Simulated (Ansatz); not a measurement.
One change: `CC(F)CCF` becomes `CC(F)CF`.

Ansatz, PBE0-D4/def2-TZVP geometries, multiplicity 1. Each molecule was computed in one conformer, which needn't be the lowest.

| property | `CC(F)CCF` |
| --- | --- |
| size of the dipole moment (ωB97M-V/def2-TZVPP) / D | 2.08 |
| size of the dipole moment (PBE/def2-TZVPP) / D | 1.96 |
| LUMO energy (B3LYP/def2-TZVPP) / eV | 0.93 |
| HOMO–LUMO gap (PBE0/def2-TZVPP) / eV | 10.38 |
| zero-point energy (PBE0-D4/def2-TZVP) / kJ/mol | 309.2 |
| HOMO energy (B3LYP/def2-TZVPP) / eV | -8.91 |

Task: Give the same properties after the change, and the shifts. (An estimate is asked.)

Result: The calculation gave: 
```json
{"property": "size of the dipole moment (ωB97M-V/def2-TZVPP) / D", "`CC(F)CF`": "2.89", "shift": "0.81"}
{"property": "size of the dipole moment (PBE/def2-TZVPP) / D", "`CC(F)CF`": "2.71", "shift": "0.75"}
{"property": "LUMO energy (B3LYP/def2-TZVPP) / eV", "`CC(F)CF`": "0.80", "shift": "-0.13"}
{"property": "HOMO–LUMO gap (PBE0/def2-TZVPP) / eV", "`CC(F)CF`": "10.43", "shift": "0.05"}
{"property": "zero-point energy (PBE0-D4/def2-TZVP) / kJ/mol", "`CC(F)CF`": "233.8", "shift": "-75.4"}
{"property": "HOMO energy (B3LYP/def2-TZVPP) / eV", "`CC(F)CF`": "-9.06", "shift": "-0.15"}
```

With PBE0 the HOMO falls by 0.17 eV and the LUMO falls by 0.12 eV, so the gap widens by about 0.05 eV. PBE moves the HOMO by -0.08 eV and ωB97M-V by -0.20 eV. The zero-point energy changes by -75.4 kJ/mol with -9 modes. Dipoles are sizes alone; their direction can turn.

Positive LUMOs are unbound, so they and the gaps depend on the basis.

B3LYP here is the variant with VWN-RPA as its local correlation; programs differ in this.
